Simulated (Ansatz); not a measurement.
Worked example: correlation energy of [H···H···BH₂], doublet

All five atoms lie in one plane.

Geometry: a point of a hydrogen-transfer path between rigid fragments, not a stationary point.

```xyz
5

H    -2.2857    0.0000    0.0000
H    -1.2177    0.0000    0.0000
B     0.1953    0.0000    0.0000
H     0.7044    0.0000    1.0770
H     0.7044    0.0000   -1.0770
```

Basis cc-pVDZ; Ansatz 0.2.0. Correlated methods freeze the noble-gas cores, which leaves 7 electrons in 33 orbitals. Prefix R: restricted or restricted open-shell reference; prefix U: unrestricted.

Full CI is exact within this basis and frozen core; it isn't the basis-set limit. The frozen core follows each run's orbitals, which can shift R against U totals by a few meV.

Runs differ by some tens of microhartree through their thresholds and, for an open shell, their frozen cores, so steps under 0.1 kcal/mol mean nothing.

```csv
level,total energy (hartree)
UHF,-26.856737
UMP2,-26.956294
UCCSD,-26.984775
UCCSD(T),-26.986823
UCCSDT,-26.987365
UCCSDT(Q),-26.987420
UCCSDTQ,-26.987432
full CI,-26.987432
```

Task: What is the correlation energy at full CI, and what share of it do UMP2 and UCCSD(T) recover?

Result: E(corr) = -26.987432 − (-26.856737) = -0.130695 hartree = -3.556 eV. UMP2: -0.099557 / -0.130695 = 76.18 %. UCCSD(T): -0.130086 / -0.130695 = 99.53 %.

Task: By how many kcal/mol does UCCSD(T) miss full CI (1 hartree = 627.509 kcal/mol), and which steps make up the rest?

Result: -26.986823 − (-26.987432) = 0.000609 hartree = 0.38 kcal/mol. Steps: UCCSDT − UCCSD(T) = -0.34, UCCSDT(Q) − UCCSDT = -0.03, UCCSDTQ − UCCSDT(Q) = -0.01, full CI − UCCSDTQ = 0.00 kcal/mol. That is within 1 kcal/mol of the reference in this basis, which itself misses far more of the correlation at the basis-set limit.
